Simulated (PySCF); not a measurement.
Start geometry of `C=C1[C@H]([CH2])C=C1` [radical] from GFN2-xTB (Å):
```
atom  x, y, z in Å
C1    -1.1100   -1.1153    0.9013
C2    -0.3888    0.1381    0.7608
C3    -1.0275    1.1885   -0.1434
C4    -0.0434    1.1695   -1.0510
C5     0.7189    0.1550   -0.3380
C6     1.8215   -0.5461   -0.5203
H7    -1.0834   -1.6802    1.8125
H8    -1.6193   -1.5304    0.0521
H9    -0.0333    0.5210    1.7191
H10   -1.9719    1.6930   -0.0593
H11    0.1406    1.6934   -1.9711
H12    2.1443   -1.2884    0.1898
H13    2.4436   -0.3972   -1.3880
```

**Question.** What comes out of this run: PBE0-D3(BJ)/def2-SVP geometry optimisation, gas phase in PySCF?

**Answer.** 
```
atom  x, y, z in Å
C1    -1.1290   -1.1405    0.9236
C2    -0.3949    0.1289    0.7402
C3    -1.0319    1.1984   -0.1477
C4    -0.0368    1.1869   -1.0607
C5     0.7137    0.1494   -0.3501
C6     1.8356   -0.5489   -0.5293
H7    -1.0957   -1.6922    1.8652
H8    -1.6352   -1.5984    0.0695
H9    -0.0286    0.5238    1.7039
H10   -1.9730    1.7460   -0.0567
H11    0.1498    1.7396   -1.9843
H12    2.1420   -1.3120    0.1905
H13    2.4753   -0.3801   -1.3997
```

The energy falls by 0.068 eV over 6 energy and gradient evaluations, the largest force component goes from 0.0119 to 2.7e-04 Eh/bohr, and the atoms move by 0.038 Å rms after alignment. The bond that changes most is C1–C2 (ends: carbon bonded to C and 2 H; carbon bonded to 3 C and H), which lengthens by 0.025 Å. Bonds longer at the end by more than 0.005 Å: 11 of 13; shorter: 1. Rotational constants go from 5386, 4191, 2598 to 5269, 4123, 2538 MHz. The orientation of the end geometry is arbitrary; only internal coordinates are fixed.

The run used 119 basis functions and 45 SCF cycles in all.

Stationary, but not proved a minimum. ⟨S²⟩ = 0.755 (exact for a doublet: 0.75).

One conformer stands for the species.
